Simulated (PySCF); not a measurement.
# [Cl5]+: from structure and modes to constants

Level of theory: PySCF, wB97X, basis Cl def2-SVP (no relativity, density fitting).

The singlet minimum has C4v symmetry. Masses (u): Cl 34.96885.

```xyz
5
charge 1 multiplicity 1, angstrom
Cl    0.0000    0.0000    0.3441
Cl    2.1391    0.0000   -0.0860
Cl    0.0000    2.1391   -0.0860
Cl   -2.1391    0.0000   -0.0860
Cl    0.0000   -2.1391   -0.0860
```

Harmonic wavenumbers (cm⁻¹): 48.6 (b1, ×1), 207.2 (a1, ×1), 227.9 (e, ×2), 237.5 (b2, ×1), 255.4 (b1, ×1), 305.3 (a1, ×1), 386.8 (e, ×2).

Question: Find the principal moments of inertia and the rotational constants. What kind of rotor is it?

Answer: About the centre of mass I = 325.2, 325.2, 640.04 u Å². With B = 16.8576/I this gives 0.05184, 0.05184, 0.02634 cm⁻¹. The molecule is an oblate symmetric top.

Question: What is the harmonic zero-point energy?

Answer: Half the sum of all 9 wavenumbers, 2283/2 = 1142 cm⁻¹, which is 13.7 kJ/mol (1 cm⁻¹ = 0.0119627 kJ/mol).

Question: Find the vibrational entropy and heat capacity at 298.15 K.

Answer: With u = 1.43878 ω/T, each mode gives S = R[u/(eᵘ−1) − ln(1−e⁻ᵘ)] and C = R u² eᵘ/(eᵘ−1)².
```csv
ω (cm⁻¹),u,S (J/(mol K)),C (J/(mol K))
48.6,0.234,20.40,8.28
207.2,1.000,8.65,7.65
227.9 (×2),1.100,7.93,7.52
237.5,1.146,7.62,7.46
255.4,1.232,7.08,7.34
305.3,1.473,5.81,6.96
386.8 (×2),1.866,4.24,6.27
```
The sums over all modes are S = 73.9 and C = 65.3 J/(mol K); the softest mode gives 28 % of the entropy (each member, where degenerate).

Question: Give the standard entropy (298.15 K, 1 bar) by its translational, rotational, vibrational and spin parts, and Cp.

Answer: Sackur–Tetrode with M = 174.84 u gives 173.3; rotation with symmetry number 4 gives 112.0; vibration 73.9; spin R ln 1 = 0.0. The total is 359.1 J/(mol K), and Cp = 4 R + 65.3 = 98.5 J/(mol K).

This need not be the most stable arrangement of these atoms.
